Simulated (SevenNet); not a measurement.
System: hcp Y. Method: the machine-learned potential SevenNet-l3i5 (trained on PBE and PBE+U data).

Energies at three volumes about the minimum:

```
V (Å³/atom)  E − E_lowest (meV/atom)
-----------  -----------------------
32.397                          0.93
32.891                          0.00
33.384                          0.90
```

**Question.** Fit a parabola by hand: where is the minimum, and what is the bulk modulus?

**Answer.** Slopes: (0.00 − 0.93)/(32.891 − 32.397) = -1.883 and (0.90 − 0.00)/(33.384 − 32.891) = 1.826 meV/Å³. Curvature E″ = 2 × (1.826 − (-1.883))/(33.384 − 32.397) = 7.516 meV/Å⁶. From the middle of the first interval, the slope vanishes at V0 = 32.6440 − (-1.883)/7.516 = 32.895 Å³/atom. B = V0 E″ = 32.895 × 7.516 meV/Å³ × 0.1602 GPa per meV/Å³ = 39.6 GPa. The full Birch–Murnaghan fit to all volumes gives V0 = 32.890 Å³/atom and B0 = 39.7 GPa.

Shape and atoms are relaxed at each volume.

Measured, for comparison: bulk modulus 41.7 GPa (zero-point energy and finite temperature contributions removed, sources range from 37.3 to 41.7; as tabulated in doi:10.1021/acs.jctc.3c00612); equilibrium volume per atom 32.95 Å³/atom (copied from a table, unchecked, extrapolated to 0 K and zero-point effects removed; as tabulated in Lejaeghere et al. (2013), arXiv:1204.2733). Computed less measured: bulk modulus -4.8 % (inside the range of the sources held), equilibrium volume per atom not scored (unchecked).

A machine-learned potential is trained on density-functional data: it inherits that level's misses and adds fitting errors of its own.
